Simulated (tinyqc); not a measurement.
Worked calculation: harmonic frequencies on the RHF/sto-3g surface (energies and gradients from PySCF), for H2O, spin multiplicity 1. Computed by tinyqc, a small Python program that keeps every step (integrals from PySCF). Settings: charge = 0, multiplicity = 1, basis = sto-3g, delta = 0.01. Command: `OMP_NUM_THREADS=1 python tinyqc.py 30577 30578 out.jsonl` (the two numbers bound the seeds that draw the settings). One thread of a shared host (Intel(R) Xeon(R) Processor @ 2.60GHz), about 1 s of CPU time with the checks.

## One row of the Hessian: 3Hy

optimised positions (bohr):
```
            x          y          z
1O   0.065615   0.012110  -0.187070
2H   0.031515   1.483067   0.966598
3H  -0.032880  -1.379904   1.057286
```

gradient at +delta (hartree/bohr):
```
              x            y            z
1O  -0.00020451  -0.00386126   0.00221598
2H  -0.00004265  -0.00037259   0.00062253
3H   0.00024716   0.00423385  -0.00283851
```

gradient at -delta (hartree/bohr):
```
              x            y            z
1O   0.00019814   0.00380953  -0.00213773
2H   0.00004209   0.00036469  -0.00061830
3H  -0.00024023  -0.00417422   0.00275604
```

Displace 3Hy by +/-0.01 bohr; H(k, :) = (g(+) - g(-)) / (2 delta).

row of the Hessian (hartree/bohr^2): 1Ox -0.02013251, 1Oy -0.38353983, 1Oz 0.21768563, 2Hx -0.00423670, 2Hy -0.03686397, 2Hz 0.06204178, 3Hx 0.02436921, 3Hy 0.42040379, 3Hz -0.27972741

## Hessian by finite differences

All rows are made in the same way, and the matrix is symmetrised.

Hessian (symmetrised) (hartree/bohr^2), lower triangle:
```
             1Ox          1Oy          1Oz          2Hx          2Hy         2Hz          3Hx          3Hy
1Ox   0.00236071
1Oy   0.01690427   0.80342182
1Oz  -0.03553136  -0.00461348   0.63304584
2Hx  -0.00049329   0.00997682   0.01232556   0.00045836
2Hy   0.00322585  -0.41988360  -0.21306654  -0.00574025   0.45674800
2Hz   0.00982646  -0.33367499  -0.29904213  -0.01014718   0.27163361  0.28180730
3Hx  -0.00186569  -0.02688110   0.02320622   0.00003406   0.00251451  0.00032051   0.00183076
3Hy  -0.02013012  -0.38353927   0.21768013  -0.00423657  -0.03686393  0.06204124   0.02436658   0.42040379
3Hz   0.02570492   0.33828838  -0.33400820  -0.00217841  -0.05856748  0.01723704  -0.02352673  -0.27972087

            3Hz
3Hz  0.31677344
```

## Normal modes

masses (u): 1O 15.994915, 2H 1.007825, 3H 1.007825

Diagonalise H_ij / sqrt(m_i m_j); the 6 smallest eigenvalues belong to translations and rotations; wavenumber = sqrt(eigenvalue / 1822.888) x 219474.63; each mode has its largest component positive (the first on a tie); zero-point energy = sum of wavenumbers / 2, with 349.755 1/cm per kcal/mol.

eigenvalues of the mass-weighted Hessian (hartree/(bohr^2 u)): -0.000029  0.000000  0.000000  0.000000  0.000009  0.000010  0.178178  0.648640  0.729693

harmonic wavenumbers of the vibrations (1/cm): 2169.9  4140.1  4391.1

mass-weighted modes:
```
        mode 1     mode 2     mode 3
1Ox   0.014595   0.011306  -0.005898
1Oy  -0.008687  -0.006725  -0.262260
1Oz  -0.263898  -0.204472   0.008302
2Hx  -0.038808  -0.009957  -0.012444
2Hy  -0.415455   0.571933   0.536817
2Hz   0.539379   0.389585   0.421018
3Hx  -0.019336  -0.035083   0.035942
3Hy   0.450064  -0.545144   0.507976
3Hz   0.511957   0.424996  -0.454094
```

zero-point energy = 15.297877 kcal/mol
